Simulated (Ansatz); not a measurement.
`F[B]F` radical. The species carries charge 0 and has multiplicity 2. The structure was optimised at the PBE0-D4/def2-TZVP level.

```xyz
3

F     0.628   -0.011   -0.972
B    -0.032   -0.419    0.078
F    -0.596    0.431    0.894
```

(1) What is the dipole moment at PBE/def2-TZVPP? (Estimate.)

(2) And with r2SCAN, B3LYP, ωB97M-V? (Best estimate.)

(3) Give the Mulliken charges with PBE, r2SCAN, B3LYP in def2-TZVPP. (Estimate.)

Results:

(1) The calculation gave: 0.14 D, with components (-0.01, -0.13, 0.03) D in this frame, pointing from negative to positive charge.

(2) Computed: r2SCAN 0.23 D, B3LYP 0.29 D, ωB97M-V 0.26 D.

(3) Computed: 
```tsv
atom	PBE	r2SCAN	B3LYP
F1	-0.15	-0.21	-0.19
B2	0.31	0.42	0.39
F3	-0.15	-0.21	-0.19
```

B3LYP here is the variant with VWN-RPA as its local correlation; programs differ in this.
